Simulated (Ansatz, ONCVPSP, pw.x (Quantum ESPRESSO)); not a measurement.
# Equation-of-state test of one ONCV potential (Li (Z = 3))

* Element: Li
* Generator: ONCVPSP 4.0.1
* Type: optimised norm-conserving Vanderbilt (ONCV)
* Functional: PBEsol
* Relativity: scalar-relativistic
* Frozen core: none
* Valence charge: 3
* Reference configuration: 1s2 2s0.75 2p0.25
* Partial waves: 1s+2s: rc 1.25 bohr, ncon 3, nbas 7, qcut 7.5 1/bohr, 2 projectors; 2p: rc 4.00 bohr, ncon 4, nbas 7, qcut 2.1 1/bohr, 2 projectors, debl 0.5 Ha
* Local potential: polynomial inside 1.10 bohr (lpopt 5, dvloc0 0 Ha)
* Core correction: none

Crystal test: bcc Li in pw.x 7.5, no spin, 13³ k-points, Fermi–Dirac smearing 0.01 Ry, cutoffs 95/380 Ry. The reference is all-electron LAPW (Ansatz 0.2.0) with the same functional, mesh and smearing; V0 and B0 come from Birch–Murnaghan fits to the pressures at five volumes. Errors are pseudo minus all-electron; Δ is the rms difference of the E(V) curves that follow from these fits, minima aligned, over ±6 % about the mean V0. Mesh and smearing are coarse, so the numbers serve the comparison and aren't converged zero-temperature values; the lattice is a test structure that the element need not adopt.

| V (Å³/atom) | P all-electron (GPa) | P pseudo (GPa) |
| --- | --- | --- |
| 19.330 | 0.69 | -0.31 |
| 19.838 | 0.30 | -0.61 |
| 20.347 | -0.06 | -0.88 |
| 20.856 | -0.37 | -1.13 |
| 21.364 | -0.66 | -1.35 |

All-electron: a0 = 3.435 Å (V0 = 20.26 Å³/atom), B0 = 13.6 GPa.

Pseudopotential: mean pressure error (GPa): -0.84. The pressure does not cross zero within the volumes sampled, so no fit is given. The largest radius (4.00 bohr) exceeds half the bond length (2.81 bohr), so the spheres overlap, which is one possible source of error among others. This is a poor potential for the solid. The generator flags a localised state at positive energy (p at 17 eV).

Task: At the middle volume, how do free energy and pressure move when the wave cutoff is lowered (ecutrho kept at four times it)?

Result:

| cutoff (Ry) | shift of F (meV/atom) | shift of P (GPa) |
| --- | --- | --- |
| 43 | +264.1 | -13.21 |
| 57 | +6.3 | -0.45 |
| 76 | +1.7 | -0.08 |

Input at the middle volume:

```
&control
  calculation='scf', prefix='x', pseudo_dir='./', outdir='./tmp', tstress=.true., disk_io='none'
/
&system
  ibrav=0, nat=1, ntyp=1, ecutwfc=95, ecutrho=380, nbnd=8,
  occupations='smearing', smearing='fd', degauss=0.01
/
&electrons
  conv_thr=1e-09, mixing_beta=0.4, electron_maxstep=70
/
ATOMIC_SPECIES
Li 1.0 Li.UPF
CELL_PARAMETERS angstrom
  -1.71980866 1.71980866 1.71980866
  1.71980866 -1.71980866 1.71980866
  1.71980866 1.71980866 -1.71980866
ATOMIC_POSITIONS crystal
Li 0.0000 0.0000 0.0000
K_POINTS automatic
13 13 13 0 0 0
```

```bash
pw.x < Li.scf.in > Li.scf.out
```

Lines of the output:

```
Message from routine setup:
     using ibrav=0 with symmetry is DISCOURAGED, use correct ibrav instead
     lattice parameter (alat)  =       5.6291  a.u.
     unit-cell volume          =     137.3084 (a.u.)^3
     number of electrons       =         3.00
     number of Kohn-Sham states=            8
     kinetic-energy cutoff     =      95.0000  Ry
     charge density cutoff     =     380.0000  Ry
     scf convergence threshold =      1.0E-09
     Exchange-correlation= PBESOL
     number of k points=    84  Fermi-Dirac smearing, width (Ry)=  0.0100
     iteration #  1     ecut=    95.00 Ry     beta= 0.40
     total energy              =     -14.26626725 Ry
     estimated scf accuracy    <       0.00099854 Ry
     iteration #  2     ecut=    95.00 Ry     beta= 0.40
     total energy              =     -14.26611641 Ry
     estimated scf accuracy    <       0.00032271 Ry
     iteration #  3     ecut=    95.00 Ry     beta= 0.40
     c_bands:  1 eigenvalues not converged
     total energy              =     -14.26613648 Ry
     estimated scf accuracy    <       0.00000303 Ry
     iteration #  4     ecut=    95.00 Ry     beta= 0.40
     c_bands:  1 eigenvalues not converged
     total energy              =     -14.26613688 Ry
     estimated scf accuracy    <       0.00000002 Ry
     iteration #  5     ecut=    95.00 Ry     beta= 0.40
     total energy              =     -14.26613690 Ry
     estimated scf accuracy    <          1.3E-09 Ry
     iteration #  6     ecut=    95.00 Ry     beta= 0.40
     the Fermi energy is     0.8825 ev
!    total energy              =     -14.26613690 Ry
     estimated scf accuracy    <          1.5E-10 Ry
     smearing contrib. (-TS)   =      -0.00213669 Ry
     The total energy is F=E-TS. E is the sum of the following terms:
     one-electron contribution =      -9.52049440 Ry
     hartree contribution      =       3.51028055 Ry
     xc contribution           =      -3.21479712 Ry
     ewald contribution        =      -5.03898924 Ry
     convergence has been achieved in   6 iterations
          total   stress  (Ry/bohr**3)                   (kbar)     P=       -8.83
     Message from routine punch:
     Nothing written, as per user request (disk_io='none')
```

The run at the middle volume (84 k-points, 6 iterations) took about 8.4 s on one core of a shared host (Intel(R) Xeon(R) 6975P-C, 192 threads, 1512 GiB, load 34).
